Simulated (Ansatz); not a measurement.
**CH4OSi: how energies converge with the basis set**

One table from this session's results is given with a row withheld; the runs are named, their logs left out.

Program: Ansatz 0.2.0, Gaussian basis. Level of theory: one geometry, several basis sets. These are calculated values, not measurements.

Levels to be run: PBE0-D4/def2-SVP; ωB97M-V/def2-SVP; PBE0-D4/def2-QZVPP; ωB97M-V/def2-QZVPP; the functionals' def2-TZVPP values are taken from earlier runs.

### The relaxed structure

The geometry comes from an earlier relaxation with PBE0-D4 in a triple-zeta def2 set; it is a stationary point, not always the lowest conformer.

SMILES `O=C[SiH3]`, 7 atoms, charge 0, spin multiplicity 1.

Atoms are counted from 1 here; the program's logs count them from 0.

Bond lengths: O1–C2 1.204 Å, C2–Si3 1.931 Å, C2–H4 1.116 Å, Si3–H5 1.484 Å, Si3–H6 1.484 Å, Si3–H7 1.486 Å. Angles: O1–C2–Si3 120.5°, O1–C2–H4 119.5°, Si3–C2–H4 120.0°, C2–Si3–H5 107.9°, C2–Si3–H6 107.9°, C2–Si3–H7 110.3°, H5–Si3–H6 110.2°, H5–Si3–H7 110.3°, H6–Si3–H7 110.2°.

The first run:

in.yaml

```yaml
crystal:
  periodic: [false, false, false]
  atoms:
    - {symbol: O, position_ang: [-1.778980, -0.923995, -0.293403]}
    - {symbol: C, position_ang: [-0.613426, -0.965497, 0.006322]}
    - {symbol: Si, position_ang: [0.461347, 0.639247, -0.007798]}
    - {symbol: H, position_ang: [-0.154996, -1.941551, 0.294015]}
    - {symbol: H, position_ang: [0.433645, 1.194068, -1.383564]}
    - {symbol: H, position_ang: [-0.144525, 1.601628, 0.945178]}
    - {symbol: H, position_ang: [1.858135, 0.328100, 0.393651]}
basis:
  gaussian: {orbitals: def2-SVP}
hamiltonian: {xc: pbe0, dispersion: d4}
output: {orbitals: {seedname: orbitals}}
```

On the command line:

```console
$ ansatz run in.yaml --threads 2 --pin off --events-out ev --progress --plain --max-ram 4352MiB
```

Among the steps run: PBE0-D4 in def2-SVP; ωB97M-V in def2-SVP; PBE0-D4 in def2-QZVPP; ωB97M-V in def2-QZVPP.

One table of the session follows, with a row left open; its other results are not shown here.

It belongs to the step «Functionals by basis». 

| functional | basis | HOMO (eV) |
| --- | --- | --- |
| PBE0-D4 | def2-SVP | -7.05 |
| PBE0-D4 | def2-TZVPP | -7.18 |
| PBE0-D4 | def2-QZVPP | -7.21 |
| ωB97M-V | def2-SVP | -9.32 |
| ωB97M-V | def2-TZVPP | -9.47 |
| ωB97M-V | def2-QZVPP | ? |

Q: Estimate the row for ωB97M-V, def2-QZVPP from the others.

The run gave: HOMO (eV): -9.51. In the column «HOMO (eV)» it is the lowest.
